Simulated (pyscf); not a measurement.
`[Cl][GaH2]` + `[OH][SiH3]` → `[OH][GaH][Cl]` + `[SiH4]`, a four-centre exchange (singlet surface; Ga–H, O–Si broken, Ga–O, H–Si formed). PySCF, gas phase, ωB97X-D3(BJ)/def2-SVP geometries. Energies in eV from the separated reactants.

Small-basis levels: PySCF, no dispersion term, spherical d functions. AM1 to PM7: differences of heats of formation from MOPAC, which are fitted to 298 K values and so differ in kind from electronic energies by zero-point and thermal terms. GFN2-xTB: tblite. Cost: rough CPU time at the saddle relative to B3LYP/6-31G*+LANL2DZ, from one job on a shared machine.

```
level                    barrier  reaction energy        cost
-----------------------  -------  ---------------  ----------
HF/STO-3G                   0.28            -0.56        0.08
HF/6-31G*+LANL2DZ              ?            -0.05         0.1
BP86/6-31G*+LANL2DZ         0.04            -0.26           2
B3LYP/STO-3G               -0.39            -1.25           1
M06-2X/6-31G*+LANL2DZ          ?            -0.16           2
B3LYP/6-311+G**+LANL2DZ     0.30            -0.12           2
B3LYP/def2-SVP              0.32             0.00           2
GFN2-xTB                    0.12            +0.03  under 0.02
PM7                         0.66            +1.03  under 0.02
ωB97M-D3(BJ)/def2-TZVP         ?            +0.19           –
```

Task: Fill in the missing entries.

Result: 
- HF/6-31G*+LANL2DZ, barrier: 0.61
- M06-2X/6-31G*+LANL2DZ, barrier: -0.04
- ωB97M-D3(BJ)/def2-TZVP, barrier: 0.35

Against the last row the barrier runs from -0.74 (B3LYP/STO-3G) to +0.30 eV (PM7). At B3LYP/STO-3G, M06-2X/6-31G*+LANL2DZ, PM7 this geometry lies under one side, so the entry may be no barrier of that level: it is a single point on another level's saddle. ωB97M-D3(BJ)/def2-TZVP has limits of its own. On the reactant side the descent ends in an adduct with a Ga–O contact, 0.81 eV under the separated species and 0.96 eV under the saddle at ωB97X-D3(BJ)/def2-TZVP. On the product side the descent ends in a complex, 0.25 eV under the separated species and 0.27 eV under the saddle at ωB97X-D3(BJ)/def2-TZVP. What is counted as formed (Ga–O) is already present as a longer contact in the reactant adduct; forming that adduct is a step of its own. At the saddle there is also a short Ga–Si contact that neither side keeps. At ωB97X-D3(BJ)/def2-TZVP the barrier from the zero used here is 0.15 eV. One saddle was located; it need not be the lowest between these sides. In the def2 sets elements up to Kr have no core potential.
